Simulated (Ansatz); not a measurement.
Density of states of TiO$_{2}$ (I4_1/amd, a = 3.778 Å, b = 3.778 Å, c = 9.584 Å, α = 90.00°, β = 90.00°, γ = 90.00°), in states per eV and primitive cell, averaged over bins of 0.5 eV. Theory: Ansatz 0.2.0, DFT r2SCAN, scalar-relativistic, plane waves, PAW.

Plane waves to 500 eV, a k mesh through Γ of 8×8×6 on the computed 6-atom cell and Gaussian smearing (0.02 eV); no spin polarisation.

The cell is relaxed at this level. The states (both spins) are summed by tetrahedra on a 12×12×9 mesh at the self-consistent density. Energies are bin centres; the table starts no lower than −8 eV and ends at 6 eV, or lower where the solved bands end.

The gap is 2.53 eV at this level, with the zero inside it.

```tsv
E − E_F (eV)	total	O 2p	Ti 3d	O 2s	Ti 4s
-5.90	4.78	3.33	1.10	0.02	0.21
-5.40	5.45	3.88	1.36	0.03	0.07
-4.90	6.90	5.11	1.57	0.04	0.06
-4.40	3.63	2.65	0.86	0.04	0.03
-3.90	4.21	3.27	0.81	0.04	0.02
-3.40	5.47	4.47	0.83	0.04	0.04
-2.90	4.23	3.64	0.42	0.04	0.05
-2.40	4.69	4.20	0.36	0.02	0.04
-1.90	6.31	5.91	0.28	0.02	0.02
-1.40	2.33	2.22	0.09	0.00	0.00
-0.90	0.00	0.00	0.00	0.00	0.00
-0.40	0.00	0.00	0.00	0.00	0.00
0.10	0.00	0.00	0.00	0.00	0.00
0.60	0.00	0.00	0.00	0.00	0.00
1.10	0.00	0.00	0.00	0.00	0.00
1.60	0.42	0.02	0.39	0.00	0.00
2.10	4.37	0.25	4.03	0.04	0.01
2.60	9.95	1.03	8.61	0.11	0.08
3.10	4.64	0.88	3.62	0.05	0.02
3.60	4.05	1.01	2.87	0.02	0.02
4.10	0.97	0.18	0.68	0.06	0.00
4.60	2.52	0.31	1.83	0.28	0.00
5.10	3.30	0.68	2.27	0.23	0.01
5.60	4.15	1.12	2.68	0.19	0.03
```

The columns after the total are the main Löwdin projections on the occupied valence shells of the potentials; 2 others are left out. The rest of the total lies in those, in shells that are empty in the free atom, which aren't projected, and between the atoms.

A ferromagnetic start lost its moments in a first run, so spin was left out; other magnetic orders weren't tried.